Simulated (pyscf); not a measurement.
Thermochemistry of product channels of Cl–SiH₂–Cl on the singlet surface, in kJ/mol, from ωB97M-D3(BJ)/def2-TZVP energies (ideal gas, 1 atm, RRHO with modes under 100 cm⁻¹ raised to 100, one conformer, R ln 2 for rigid chiral ones). Structures and frequencies: ωB97X-D3(BJ)/def2-SVP in PySCF.

```csv
products,ΔE,ΔH(298 K),ΔG(900 K),ΔG(1200 K)
Cl–Si:–Cl [singlet] + H₂,+154.8,+141.7,+25.1,-14.2
HCl + :HSi–Cl [singlet],…,+275.1,+138.4,…
```

Q: What belongs in the gaps?

A: 
- HCl + :HSi–Cl [singlet], ΔE: +285.2
- HCl + :HSi–Cl [singlet], ΔG(1200 K): +94.0

The channel to Cl–Si:–Cl [singlet] + H₂ turns favourable between 298 and 1200 K (ΔG from +104.3 kJ/mol to -14.2 kJ/mol).

These are energies of the channels, which say nothing of barriers.
